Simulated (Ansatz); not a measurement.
# Elastic constant C33 of 2H-SiC at several levels of theory

No measured value is used here.

```json
[
 {"level (code)": "LDA (Ansatz)", "value (GPa)": "564", "cell (Å³/atom)": "10.14"},
 {"level (code)": "PBE (Ansatz)", "value (GPa)": "532", "cell (Å³/atom)": "10.50"},
 {"level (code)": "r²SCAN (Ansatz)", "value (GPa)": "575", "cell (Å³/atom)": "10.34"},
 {"level (code)": "HSE06 (Ansatz)", "value (GPa)": "577", "cell (Å³/atom)": "10.28"},
 {"level (code)": "Hartree–Fock (Ansatz)", "value (GPa)": "___", "cell (Å³/atom)": "10.41"}
]
```

What belongs in the gaps?


- Hartree–Fock (Ansatz, a program for electronic structure), value (GPa): 636

Each level is taken at its own relaxed cell. Cutoffs and k meshes differ between the levels. Ansatz's density-functional and Hartree–Fock values are scalar-relativistic unless marked +SOC, with PAW data made under PBE.
